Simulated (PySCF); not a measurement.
TDDFT beside published excitation energies

Published values to compare with (the computed states carry no symmetry labels, so the two lists aren't matched line by line):

```json
{"state": "3A2(n→3s)", "E (eV)": "6.31", "f": "", "kind of transition": "vertical absorption", "source": "[1]"}
{"state": "1A2(n→3s)", "E (eV)": "6.38", "f": "", "kind of transition": "band maximum or as reported", "source": "[2]"}
{"state": "1A2(n→3s)", "E (eV)": "6.59", "f": "0.086", "kind of transition": "vertical absorption", "source": "[1]"}
{"state": "1E(n→3p)", "E (eV)": "7.90", "f": "", "kind of transition": "band maximum or as reported", "source": "[2]"}
{"state": "1A1(n→3p)", "E (eV)": "8.14", "f": "", "kind of transition": "band maximum or as reported", "source": "[2]"}
{"state": "1E(n→3p)", "E (eV)": "8.16", "f": "0.006", "kind of transition": "vertical absorption", "source": "[1]"}
{"state": "1A1(n→3p)", "E (eV)": "9.33", "f": "0.003", "kind of transition": "vertical absorption", "source": "[1]"}
{"state": "1A2(n→3s)", "E (eV)": "9.96", "f": "0.008", "kind of transition": "vertical absorption", "source": "[1]"}
```

[1] computed, theoretical best estimate (aug-cc-pVTZ, frozen core, CC3 geometry), gas; Veril, Scemama, Caffarel, Lipparini, Boggio-Pasqua, Jacquemin, Loos, WIREs Comput. Mol. Sci. 2021, 11, e1517 (QUESTDB)
[2] measured, gas; Loos, Scemama, Blondel, Garniron, Caffarel, Jacquemin (2018), arXiv:1807.02045, literature column

Compound: NH3.
Numbering: `[NH3:1]` (hydrogens: H2, H3, H4 on N1)

Computed, not measured: PySCF, TDDFT CAM-B3LYP/aug-cc-pVTZ, vertical, gas phase, core orbitals frozen in the response. Isolated species at its PBE0-D3(BJ)/def2-TZVP geometry, gas phase.

Computed singlets: 6.17 eV (f 0.073); 7.57 eV (f 0.004 summed over 2 states); 8.82 eV (f 0.003); 9.37 eV (f 0.011); 9.72 eV (f 0.045 summed over 2 states); 10.14 eV (f 0.002 summed over 2 states) [of 10 roots; the last level is left out, as the window may have cut its degenerate partner]. Computed triplets (Tamm–Dancoff): 5.89, 7.49, 7.49 eV.

Question: How does the lowest computed singlet compare with the best estimate listed for the lowest singlet (vertical absorption)?

Answer: 6.17 eV against 6.59 eV for 1A2(n→3s) [1]: a difference of -0.42 eV. Geometry and basis of the two calculations needn't be the same.

Question: How does the lowest computed triplet compare with the best estimate listed for the lowest triplet (vertical absorption)?

Answer: 5.89 eV against 6.31 eV for 3A2(n→3s) [1]: a difference of -0.42 eV. Geometry and basis of the two calculations needn't be the same.

A measured band maximum holds vibronic effects and, in solution, solvent shifts, so it needn't equal the vertical energy.
